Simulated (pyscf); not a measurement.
Structures and frequencies: ωB97X-D3(BJ)/def2-SVP in PySCF.

Q: Estimate the classical barrier height and the reaction energy of CH₄ (SMILES C) + HO–SnH₃ (SMILES [OH][SnH3]) → H₃C–SnH₃ (SMILES [CH3][SnH3]) + H₂O (SMILES O) at ωB97M-D3(BJ)/def2-TZVP. The step runs on the singlet surface, breaks C–H, O–Sn and forms C–Sn, H–O; take the separated reactants as zero.

A: ΔE‡ = 2.12 eV, ΔE = +0.42 eV. Zero-point energy shifts the barrier by -0.05 eV. It is a four-centre exchange, with an imaginary mode of 1326i cm⁻¹. One saddle was located; it need not be the lowest between these sides. Elements past Kr carry the def2 core potentials, without spin-orbit coupling.
